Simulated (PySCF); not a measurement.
Calculation: B3LYP-D3(BJ)/def2-TZVP run with PySCF. Isolated molecules, 0 K electronic values unless said otherwise. One relaxed conformer stands for a flexible species; it need not be the lowest. B3LYP has the VWN-RPA correlation part, as in Gaussian. 

Reference species (SMILES): `[Cl]` (neutral, multiplicity 2).

```json
{
  "highest_occupied_spin_orbital": "-9.27 eV"
}
```

Changed species: `C=C[SiH2]` (radical fragment; the reference has radical fragment).

Task: Predict the effect on the highest occupied spin orbital.

Result: the highest occupied spin orbital rises by 3.78 eV, to -5.49 eV.
